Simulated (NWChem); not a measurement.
All runs are NWChem calculations. System: Li (-1), charge -1, spin multiplicity 1. Level: RHF/def2-SVPD.

Job file:

```
start mol
memory heap 200 mb stack 900 mb global 1100 mb
charge -1
geometry units angstroms nocenter noautoz
  Li     0.000000     0.000000     0.000000
  symmetry group D2h
end
basis spherical
  * library def2-svpd
end
scf
  rhf
  nopen 0
  maxiter 100
  thresh 1e-7
  semidirect memsize 60000000 filesize 0
end
task scf energy
```

Output (cleaned and shortened):

```
             Northwest Computational Chemistry Package (NWChem) 7.3.0
             --------------------------------------------------------

                                NWChem Input Module
                                -------------------

 Scaling coordinates for geometry "geometry" by  1.889725989
 (inverse scale =  0.529177249)

                             Geometry "geometry" -> ""
                             -------------------------

 Output coordinates in angstroms (scale by  1.889725989 to convert to a.u.)

  No.       Tag          Charge          X              Y              Z
 ---- ---------------- ---------- -------------- -------------- --------------
    1 Li                   3.0000     0.00000000     0.00000000     0.00000000

 Effective nuclear repulsion energy (a.u.)       0.0000000000

            Nuclear Dipole moment (a.u.)
            ----------------------------
        X                 Y               Z
 ---------------- ---------------- ----------------
     0.0000000000     0.0000000000     0.0000000000

      Symmetry information
      --------------------

 Group name             D2h
 Group number             26
 Group order               8
 No. of unique centers     1

      Symmetry unique atoms

     1


 Summary of "ao basis" -> "" (spherical)
 ------------------------------------------------------------------------------
       Tag                 Description            Shells   Functions and Types
 ---------------- ------------------------------  ------  ---------------------
 *                         def2-svpd                  on all atoms

 Summary of "ao basis" -> "ao basis" (spherical)
 ------------------------------------------------------------------------------
       Tag                 Description            Shells   Functions and Types
 ---------------- ------------------------------  ------  ---------------------
 Li                        def2-svpd                 6       12   3s3p

                                 NWChem SCF Module
                                 -----------------

  ao basis        = "ao basis"
[...]
         Total SCF energy =     -7.416962863708
      One-electron energy =    -10.219887401077
      Two-electron energy =      2.802924537369
 Nuclear repulsion energy =      0.000000000000

        Time for solution =      0.0s

       Symmetry analysis of molecular orbitals - final
       -----------------------------------------------

  Numbering of irreducible representations:

     1 ag          2 au          3 b1g         4 b1u         5 b2g
     6 b2u         7 b3g         8 b3u

  Orbital symmetries:

     1 ag          2 ag          3 b3u         4 b2u         5 b1u
     6 ag          7 b1u         8 b2u         9 b3u        10 b3u
    11 b2u        12 b1u

             Final eigenvalues
             -----------------

              1
    1   -2.3029
    2   -0.0041
    3    0.1605
    4    0.1605
    5    0.1605
    6    0.2336
    7    0.3252
    8    0.3252
    9    0.3252
   10    0.9322
   11    0.9322
   12    0.9322

                       ROHF Final Molecular Orbital Analysis
                       -------------------------------------

 Vector    2  Occ=2.000000D+00  E=-4.132694D-03  Symmetry=ag
              MO Center= -1.0D-18,  4.5D-20, -7.3D-20, r^2= 8.8D+00
   Bfn.  Coefficient  Atom+Function         Bfn.  Coefficient  Atom+Function
  ----- ------------  ---------------      ----- ------------  ---------------
     3      0.838741  1 Li s                  2      0.195662  1 Li s
     1     -0.159167  1 Li s

 Vector    3  Occ=0.000000D+00  E= 1.605411D-01  Symmetry=b3u
              MO Center=  1.0D-18,  4.2D-57, -6.8D-57, r^2= 1.4D+01
   Bfn.  Coefficient  Atom+Function         Bfn.  Coefficient  Atom+Function
  ----- ------------  ---------------      ----- ------------  ---------------
    10      1.072203  1 Li px

 Vector    4  Occ=0.000000D+00  E= 1.605411D-01  Symmetry=b2u
              MO Center=  3.0D-60, -2.9D-20, -5.4D-60, r^2= 1.4D+01
   Bfn.  Coefficient  Atom+Function         Bfn.  Coefficient  Atom+Function
  ----- ------------  ---------------      ----- ------------  ---------------
    11      1.072203  1 Li py

 Vector    5  Occ=0.000000D+00  E= 1.605411D-01  Symmetry=b1u
              MO Center=  2.1D-59,  8.1D-60,  7.7D-20, r^2= 1.4D+01
   Bfn.  Coefficient  Atom+Function         Bfn.  Coefficient  Atom+Function
  ----- ------------  ---------------      ----- ------------  ---------------
    12      1.072203  1 Li pz

 center of mass
 --------------
 x =   0.00000000 y =   0.00000000 z =   0.00000000

 moments of inertia (a.u.)
 ------------------
           0.000000000000           0.000000000000           0.000000000000
           0.000000000000           0.000000000000           0.000000000000
           0.000000000000           0.000000000000           0.000000000000

  Mulliken analysis of the total density
  --------------------------------------

    Atom       Charge   Shell Charges
 -----------   ------   -------------------------------------------------------
    1 Li   3     4.00   2.00  0.35  1.65  0.00  0.00  0.00

       Multipole analysis of the density wrt the origin
       ------------------------------------------------

     L   x y z        total         open         nuclear
     -   - - -        -----         ----         -------
     0   0 0 0     -1.000000      0.000000      3.000000

     1   1 0 0      0.000000      0.000000      0.000000
     1   0 1 0     -0.000000      0.000000      0.000000
     1   0 0 1      0.000000      0.000000      0.000000

     2   2 0 0    -21.212597      0.000000      0.000000
     2   1 1 0     -0.000000      0.000000      0.000000
     2   1 0 1     -0.000000      0.000000      0.000000
     2   0 2 0    -21.212597      0.000000      0.000000
     2   0 1 1     -0.000000      0.000000      0.000000
     2   0 0 2    -21.212597      0.000000      0.000000

 Task  times  cpu:        0.0s     wall:        0.0s

 Total times  cpu:        0.1s     wall:        0.1s
```
